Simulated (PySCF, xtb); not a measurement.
Stepwise substitution at one centre (B F-SiH3). Gas-phase values, no solvent. Strings in code marks are SMILES.

Quantity: redistribution energy (mixed species minus the weighted end members), in kcal/mol.

Level 1: B3LYP/3-21G // B3LYP-D3(BJ)/def2-TZVP (PySCF)
Level 2: M06-2X/6-31G* // B3LYP-D3(BJ)/def2-TZVP (PySCF)
Level 3: frozen-core MP2/6-31G* // B3LYP-D3(BJ)/def2-TZVP (PySCF)
Level 4: GFN2-xTB (xtb)

| species | level 2 | level 3 | level 4 |
|---|---|---|---|
| 1 of 3 F replaced by SiH3: `FB(F)[SiH3]` | 0.64 | 1.04 | -4.39 |
| 2 of 3 F replaced by SiH3: `FB([SiH3])[SiH3]` | 7.12 | 8.69 | -0.09 |

Task: What does level 1 give for each?

Result: 
- 1 of 3 F replaced by SiH3: `FB(F)[SiH3]`: -2.45
- 2 of 3 F replaced by SiH3: `FB([SiH3])[SiH3]`: 3.53
